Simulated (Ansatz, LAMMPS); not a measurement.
# How well does each level of theory give the bulk modulus B0 of corundum (α-Al2O3)?

Reference value: 254 GPa (measured, 298 K, copied from a table, unchecked, not corrected to a static lattice, with K' = 4.34, our sources range from 239 to 254; as tabulated in BurnMan's mineral tables).

```tsv
level (code)	value (GPa)	cell (Å³/atom)	difference (%)
ionic model bush1994 (shell model, LAMMPS)	352	8.73	+39
ionic model grimes1999 (shell model, LAMMPS)	382	8.51	+50
ionic model matsui1994 (rigid ions, LAMMPS)	273	8.27	+7.5
LDA (Ansatz)	257	8.32	+1.2
PBE (Ansatz)	230	8.76	-9.4
PBEsol (Ansatz)	242	8.56	-4.7
r²SCAN (Ansatz)	256	8.49	+0.8
```

The reference is not for a static lattice or low temperature, so close values are not ranked against it. Off by more than 20 %, or 28 % on the side where a correction would as a rule narrow the miss (bounds picked here): ionic model grimes1999 (+50 %), ionic model bush1994 (+39 %).

The reference isn't brought to a static lattice, while the calculations are for one, so the differences are not the levels' errors alone. A static lattice is as a rule stiffer than a warm one, by over a tenth in soft solids.  Each level is taken at its own relaxed cell. Cutoffs differ between the levels. Ansatz's density-functional and Hartree–Fock values are scalar-relativistic unless marked +SOC, with PAW data made under PBE.

Empirical potentials (ionic model bush1994, ionic model grimes1999, ionic model matsui1994) are fitted to chosen data: where that held the value shown, agreement is built in, and what lay outside the fit can be far off.

Differences are worked out from the printed values.

Ansatz is a quantum-chemistry and plane-wave program.
